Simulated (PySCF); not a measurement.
Basis-set dependence of LiSi at r²SCAN

PySCF, UKS reference; quartet, unpaired electrons σ ↑, π ↑↑; De to Li + Si without counterpoise correction.

| basis | relativity | functions | Re (Å) | ωe (cm⁻¹) | De (eV) | μ (D) |
| --- | --- | --- | --- | --- | --- | --- |
| STO-3G | no relativity | 14 | 2.121 | 679 | 3.48 | 0.66 |
| x2c-SVPall | spin-free X2C | 27 | 2.379 | 447 | 1.95 | -6.21 |
| def2-SVPD | no relativity | 36 | 2.387 | 447 | 2.01 | -5.94 |
| jorge-DZP-DKH | spin-free X2C | 39 | 2.404 | 439 | 1.93 | -5.93 |
| def2-TZVPP | no relativity | 61 | 2.380 | 449 | 1.94 | -6.10 |

(1) How does each smaller set differ from the one with most functions, def2-TZVPP?

A positive dipole means Li(−)Si(+). STO-3G is very small, so such numbers show the basis as much as the molecule. The state is the lowest determinant that a PBE0 search found; another state may lie lower at other levels.

Results:

(1) STO-3G: -25.9 pm, +51.2 % in ωe, +1.54 eV in De; x2c-SVPall: -0.1 pm, -0.4 % in ωe, +0.01 eV in De; def2-SVPD: +0.7 pm, -0.4 % in ωe, +0.07 eV in De; jorge-DZP-DKH: +2.4 pm, -2.2 % in ωe, -0.01 eV in De. All at r²SCAN; the set with most functions is neither the basis-set limit nor always the best. The rows treat relativity differently, so the differences are not basis effects alone.
